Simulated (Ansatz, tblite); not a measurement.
# The cluster Al₃+: rung by rung

Aim: run the singlet of the cluster Al₃+ at one geometry on many levels, and compare frontier levels, spin and run time.

Computed with Ansatz 0.2.0, Gaussian basis. Level: as each input shows.

Plan: GFN1-xTB, GFN2-xTB, PBE-D4/def2-TZVP, r2SCAN-D4/def2-TZVP, revPBE-D4/def2-TZVP, ωB97M-V/def2-TZVP, HSE06-D4/def2-TZVP, ωB97X-V/def2-TZVP, CAM-B3LYP-D4/def2-TZVP, PBE-D4/def2-SVP, PBE0-D4/def2-SVP, HF/STO-3G, CCSD(T)/def2-TZVPP, MP2/def2-TZVP, RPA/def2-TZVP.

### 1 The geometry

The singlet was relaxed beforehand with PBE0-D4/def2-TZVP. At that level it is the lowest of the isomers that a small search found.

3 atoms, charge 1, spin multiplicity 1.

Bond lengths: Al1–Al2 2.542 Å, Al1–Al3 2.543 Å, Al2–Al3 2.542 Å. Angles: Al2–Al1–Al3 60.0°, Al1–Al2–Al3 60.0°, Al1–Al3–Al2 60.0°.

The ion is computed in the gas phase, without counter-ions or solvent.

PBE0-D4/def2-TZVP was run before; its log isn't repeated, and its numbers join the tables.

### 2 GFN1-xTB

Tight binding, by tblite at 300 K electronic temperature and without a spin-polarisation term:

```python
tblite.interface.Calculator('GFN1-xTB', numbers, positions, charge=1, uhf=0).singlepoint()
```

Energy -89.3703 eV, HOMO -11.86 eV, LUMO -10.85 eV; 0.003 s.

### 3 GFN2-xTB

Tight binding, by tblite at 300 K electronic temperature and without a spin-polarisation term:

```python
tblite.interface.Calculator('GFN2-xTB', numbers, positions, charge=1, uhf=0).singlepoint()
```

Energy -69.3169 eV, HOMO -12.87 eV, LUMO -12.80 eV; 0.003 s.

### 4 PBE-D4/def2-TZVP

start.molden holds the orbitals of an earlier run on this state, given as this run's starting guess.

The input, in.yaml:

```yaml
crystal:
  periodic: [false, false, false]
  atoms:
    - {symbol: Al, position_ang: [1.115584, 0.422919, -0.855187]}
    - {symbol: Al, position_ang: [-1.374122, 0.037235, -0.514530]}
    - {symbol: Al, position_ang: [0.258538, -0.460154, 1.369717]}
basis:
  gaussian: {orbitals: def2-TZVP, initial_orbitals: start.molden}
total_charge: 1
hamiltonian: {xc: pbe, dispersion: d4}
scf: {omitted_lower_state_checks: [starts]}
output: {forces: true, orbitals: {seedname: orbitals}}
```

On the command line:

```console
ansatz run in.yaml --threads 2 --pin off --events-out ev --progress --plain --max-ram 4352MiB
```

Further steps of the session: r2SCAN-D4/def2-TZVP; revPBE-D4/def2-TZVP; ωB97M-V/def2-TZVP; HSE06-D4/def2-TZVP; ωB97X-V/def2-TZVP; CAM-B3LYP-D4/def2-TZVP; PBE-D4/def2-SVP; PBE0-D4/def2-SVP; HF/STO-3G; CCSD(T)/def2-TZVPP; MP2/def2-TZVP; RPA/def2-TZVP.

**Question.** What will the summary of the whole plan be? Wanted: gap in def2-TZVP, named functionals, smallest and largest; correlation energy, CCSD(T)/def2-TZVPP; correlation energy, MP2/def2-TZVP; PBE0 total energy, smallest basis above largest.

**Answer**, as computed:

| quantity | value |
| --- | --- |
| gap in def2-TZVP, named functionals, smallest and largest | 0.05 eV (PBE-D4), 5.12 eV (ωB97X-V) |
| correlation energy, CCSD(T)/def2-TZVPP | -6.12 eV |
| correlation energy, MP2/def2-TZVP | -5.03 eV |
| PBE0 total energy, smallest basis above largest | 7.04 eV (def2-SVP, def2-TZVP) |

In words: Over the named functionals in def2-TZVP the gap runs from 0.05 eV (PBE-D4) to 5.12 eV (ωB97X-V); exact exchange widens it. Notes on CCSD(T)/def2-TZVPP: large T1 diagnostic.
